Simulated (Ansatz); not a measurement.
# Al2+ (quartet): the correlation ladder, def2-TZVPP

The task here is to estimate one member of a computed series from the others.

Method: def2-TZVPP, core rule «outside noble gas», up to 10 orbitals frozen; program: Ansatz 0.2.0, Gaussian basis.

To be run: UHF; ROHF; CCSD(T) on UHF.

## What is computed

The geometry is a PBE0/def2-TZVP stationary point (not a proven minimum) of the parent state, kept for this charge and spin.

2 atoms, charge 1, spin multiplicity 4.

Atoms are counted from 1 here; the program's logs count them from 0.

No contacts short enough for the rule that draws bonds.

Coordinates:

| atom | x (Å) | y (Å) | z (Å) |
| --- | --- | --- | --- |
| Al1 | 0.00000 | 0.00000 | 0.00000 |
| Al2 | 0.00000 | 0.00000 | 3.23700 |

The first run:

The input, in.yaml:

```yaml
crystal:
  periodic: [false, false, false]
  atoms:
    - {symbol: Al, position_ang: [0.000000, 0.000000, 0.000000]}
    - {symbol: Al, position_ang: [0.000000, 0.000000, 3.237000]}
basis:
  gaussian: {orbitals: def2-TZVPP}
total_charge: 1
magnetization: {spin_polarized: true, initial_magnetization: 3}
hamiltonian: {xc: hf}
output: {orbitals: {seedname: orbitals}}
```

The run is started by

```
ansatz run in.yaml --threads 1 --pin off --events-out ev --progress --plain --max-ram 4096MiB --backend cpu
```

Among the steps run: UHF; ROHF; CCSD(T) on UHF.

One of the session's tables, all rows but one given; the rest of the session is left out.

```
  method  from UCCSD(T) (kcal/mol)
    ROHF                    +47.25
     UHF                         ?
    UMP2                    +16.52
   UCCSD                     +2.31
UCCSD(T)                         0
```

**Question.** Estimate the row for UHF.

As computed: from UCCSD(T) (kcal/mol): +43.84. In the column «from UCCSD(T) (kcal/mol)» it lies between UMP2 (+16.52) and ROHF (+47.25).
